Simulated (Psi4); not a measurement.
# HNO (nitroxyl) at UCCSD/aug-pcseg-0

What is the energy difference between two shapes of HNO (nitroxyl) at UCCSD/aug-pcseg-0? 

Program for the calculation: Psi4 1.11.

1 further run of the same task is left out (set aside as unsound or not needed).

## 1. Starting point

The species is HNO (3 atoms), meant as a singlet with charge 0. SMILES: `N=O`. The coordinates come from a GFN2-xTB (4 decimals) relaxation.

Bond lengths: N1–O2 1.201 Å, N1–H3 1.062 Å. Angles: O2–N1–H3 112.4°.

## 2. A single-point energy at UCCSD/aug-pcseg-0

hno.sdf reads:

```

     RDKit          3D

  3  2  0  0  0  0  0  0  0  0999 V2000
   -0.2759    0.2972   -0.1148 N   0  0  0  0  0  0  0  0  0  0  0  0
    0.7686    0.4180    0.4662 O   0  0  0  0  0  0  0  0  0  0  0  0
   -0.4926   -0.7152   -0.3514 H   0  0  0  0  0  0  0  0  0  0  0  0
  2  1  2  0
  3  1  1  0
M  END
$$$$
```

hno.py reads:

```python
import psi4
from rdkit import Chem

psi4.set_memory(1600000000)
psi4.set_num_threads(1)
psi4.set_output_file('psi4.out', False)

rd = Chem.SDMolSupplier('hno.sdf', removeHs=False, sanitize=False)[0]
xyz = rd.GetConformer().GetPositions()
atoms = '\n'.join(f'{a.GetSymbol()} {x:.4f} {y:.4f} {z:.4f}' for a, (x, y, z) in zip(rd.GetAtoms(), xyz))
geom = psi4.geometry('0 1\n' + atoms + '')

psi4.set_options({
    'basis': 'aug-pcseg-0',
    'reference': 'uhf',
    'scf_type': 'pk',
})

energy_value = psi4.energy('ccsd')
print('E =', round(energy_value, 9))
```

Command:

```
$ python hno.py
```

psi4.out:

```text
[...]
  Running in cs symmetry.
[...]
  Nuclear repulsion =   30.405027121440703
[...]
  Multiplicity = 1
[...]
  Nalpha       = 8
  Nbeta        = 8
[...]
    Number of basis functions: 29
[...]
   @UHF iter   1:  -129.34815560883496   -5.06651e-01   1.00511e-02 ADIIS/DIIS
[...]
   @UHF iter  11:  -129.37940427664361   -8.52651e-13   5.61500e-09 DIIS
[...]
   @S^2 Observed:                1.332267630E-14
[...]
    Orbital Energies [Eh]
    ---------------------
    Alpha Occupied:
       1Ap   -20.689229     2Ap   -15.738122     3Ap    -1.583407
       4Ap    -1.003072     5Ap    -0.760229     6Ap    -0.674026
       1App   -0.618031     7Ap    -0.441542
    Alpha Virtual:
       8Ap     0.036946     2App    0.047432     9Ap     0.149041
      10Ap     0.196353     3App    0.204259    11Ap     0.213256
      12Ap     0.284325    13Ap     0.311209    14Ap     0.329639
       4App    0.339943    15Ap     0.441599    16Ap     0.594835
      17Ap     1.082391    18Ap     1.267014    19Ap     1.490002
       5App    1.502591    20Ap     1.563494    21Ap     1.725202
[...]
  @UHF Final Energy:  -129.37940427664361
   => Energetics <=
    Nuclear Repulsion Energy =             30.4050271214407033
    One-Electron Energy =                -236.5535456594983543
    Two-Electron Energy =                  76.7691142614140460
    Total Energy =                       -129.3794042766436121
  UHF NO Occupations:
  HONO-2 :    5 Ap 2.0000000
  HONO-1 :    6 Ap 2.0000000
[...]
 Multipole Moments:
 ------------------------------------------------------------------------------------
     Multipole            Electronic (a.u.)      Nuclear  (a.u.)        Total (a.u.)
 ------------------------------------------------------------------------------------
 L = 1.  Multiply by 2.5417464519 to convert [e a0] to [Debye]
 Dipole X            :          0.3329322           -0.8485003           -0.5155681
 Dipole Y            :          0.1241876           -0.9813361           -0.8571486
 Dipole Z            :          0.0000000            0.0000000            0.0000000
 Magnitude           :                                                    1.0002570
[...]
      * MP2 total energy                      = -129.638413139808478
[...]
      * CCSD total energy                     = -129.642099953466641
```

Standard output:

```text
E = -129.642099953
```

It took 6.6 s on 1 thread of Intel Xeon Platinum 8259CL at 2.50GHz (Skylake/Cascade Lake), shared host; peak memory 0.22 GiB.

## 3. The distorted shape, same level

input.in reads:

```
memory 1600 mb

molecule molecule1 {
  0 1
  N     -0.197199     0.320374    -0.159525
  O      0.722315     0.385364     0.381721
  H     -0.496243    -0.573266    -0.203062
}

set {
  basis aug-pcseg-0
  reference uhf
  scf_type pk
}

result = energy("ccsd")
```

Command:

```
$ psi4 -i input.in -o input.out -n 1
```

input.out:

```text
[...]
  Running in cs symmetry.
[...]
  Nuclear repulsion =   34.203643716896430
[...]
  Multiplicity = 1
[...]
  Nalpha       = 8
  Nbeta        = 8
[...]
    Number of basis functions: 29
[...]
   @UHF iter   1:  -129.29832800221368   -1.62116e-03   9.57326e-03 DIIS/ADIIS
[...]
   @UHF iter  11:  -129.32505901069243   -1.42109e-13   2.95632e-09 DIIS
[...]
   @S^2 Observed:                1.598721155E-14
[...]
    Orbital Energies [Eh]
    ---------------------
    Alpha Occupied:
       1Ap   -20.673464     2Ap   -15.705595     3Ap    -1.719446
       4Ap    -1.015601     5Ap    -0.811663     6Ap    -0.715703
       1App   -0.687910     7Ap    -0.404537
    Alpha Virtual:
       8Ap     0.039579     2App    0.092785     9Ap     0.147677
      10Ap     0.198114     3App    0.203892    11Ap     0.213378
      12Ap     0.288581    13Ap     0.329142     4App    0.346677
      14Ap     0.362552    15Ap     0.447260    16Ap     0.766044
      17Ap     1.251704    18Ap     1.279885    19Ap     1.488228
       5App    1.494099    20Ap     1.555342    21Ap     1.731239
[...]
  @UHF Final Energy:  -129.32505901069243
   => Energetics <=
    Nuclear Repulsion Energy =             34.2036437168964298
    One-Electron Energy =                -243.5895671678903796
    Two-Electron Energy =                  80.0608644403015006
    Total Energy =                       -129.3250590106924278
  UHF NO Occupations:
  HONO-2 :    5 Ap 2.0000000
  HONO-1 :    6 Ap 2.0000000
[...]
 Multipole Moments:
 ------------------------------------------------------------------------------------
     Multipole            Electronic (a.u.)      Nuclear  (a.u.)        Total (a.u.)
 ------------------------------------------------------------------------------------
 L = 1.  Multiply by 2.5417464519 to convert [e a0] to [Debye]
 Dipole X            :          0.3779274           -0.7648367           -0.3869092
 Dipole Y            :          0.0643690           -0.8487642           -0.7843951
 Dipole Z            :          0.0000000            0.0000000            0.0000000
 Magnitude           :                                                    0.8746282
[...]
      * MP2 total energy                      = -129.556717795062667
[...]
      * CCSD total energy                     = -129.564653990346045
[...]
```

It took 6.6 s on 1 thread of Intel Xeon Platinum 8259CL at 2.50GHz (Skylake/Cascade Lake), shared host; peak memory 0.19 GiB.

## 4. Results

At UCCSD/aug-pcseg-0:

| quantity | value |
| --- | --- |
| first shape: total energy | -129.64210 Eh |
| first shape: HOMO energy (Hartree–Fock orbitals) | -12.01 eV |
| first shape: LUMO energy (Hartree–Fock orbitals) | 1.01 eV |
| first shape: HOMO–LUMO gap (Hartree–Fock orbitals) | 13.02 eV |
| first shape: correlation energy | -262.7 mEh |
| first shape: T1 diagnostic | 0.022 |
| distorted shape: total energy | -129.56465 Eh |
| distorted shape: HOMO energy (Hartree–Fock orbitals) | -11.01 eV |
| distorted shape: LUMO energy (Hartree–Fock orbitals) | 1.08 eV |
| distorted shape: HOMO–LUMO gap (Hartree–Fock orbitals) | 12.09 eV |
| distorted shape: correlation energy | -239.6 mEh |
| distorted shape: T1 diagnostic | 0.017 |
| energy change with the atoms displaced | 2.107 eV |

With the atoms displaced the energy rises by 2.11 eV (203 kJ/mol). The first shape isn't relaxed at this level, so the change isn't measured from a minimum. The T1 diagnostic (first shape) of 0.022 is above the customary mark for such species, so a single reference may not serve.
